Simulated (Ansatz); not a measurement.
hcp Tc was calculated with PBE0 in Ansatz (PAW).

Numerical settings: plane-wave cutoff 460 eV, 12×12×6 k mesh (along the axes of the cell as run), Fermi–Dirac smearing 0.05 eV, no spin polarisation, scalar-relativistic PAW data made under PBE.

Computed at the level's own relaxed cell.

### Question
Predict the equilibrium lattice constant a and lattice parameter c.

### Answer

* **equilibrium lattice constant a**: 2.719 Å
* **lattice parameter c**: 4.347 Å

Measured, for comparison: lattice constant a 2.741 Å, lattice parameter c 4.399 Å (293 K, no zero-point or thermal correction; as tabulated in Wikipedia's data pages). Computed (rounded) less measured: lattice constant a -0.8 %, lattice parameter c -1.2 %. A static lattice is as a rule a little smaller and stiffer than an uncorrected measurement, which narrows the difference in the lattice constant a, lattice parameter c and would widen misses of the other sign.

Ansatz is a program for electronic structure.
